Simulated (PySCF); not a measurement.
## Working out the ionisation energy of B

B [He] 2s2 2p1 (2P) → B⁺ [He] 2s2 (1S). Computed with PySCF 2.14 in aug-cc-pV5Z (7s6p5d4f3g2h, 127 functions), with the non-relativistic Hamiltonian (point nucleus). Frozen: 1s2. Energies in hartree (1 hartree = 27.21139 eV):

```csv
part,B (lower),B⁺ (upper)
UHF,-24.533130,-24.237546
MP2 opposite-spin,-0.044855,-0.038721
MP2 same-spin,-0.003492,0.000000
```

**Question.** What does Hartree-Fock give?

**Answer.** (-24.237546) − (-24.533130) = 0.295584 hartree = 8.043 eV.

**Question.** What do MP2 and SCS-MP2 (6/5 opposite-spin, 1/3 same-spin) give?

**Answer.** The opposite-spin parts differ by 0.167 eV and the same-spin parts by 0.095 eV. MP2: 8.043 + (0.167) + (0.095) = 8.305 eV. SCS-MP2: 8.043 + 1.2 × (0.167) + (0.095)/3 = 8.275 eV.

Measured between the centres of the two terms (NIST): 8.297 eV, so MP2 (valence) is off by 0.008 eV.

What remains against the reference includes basis incompleteness, the frozen core and correlation beyond second order.
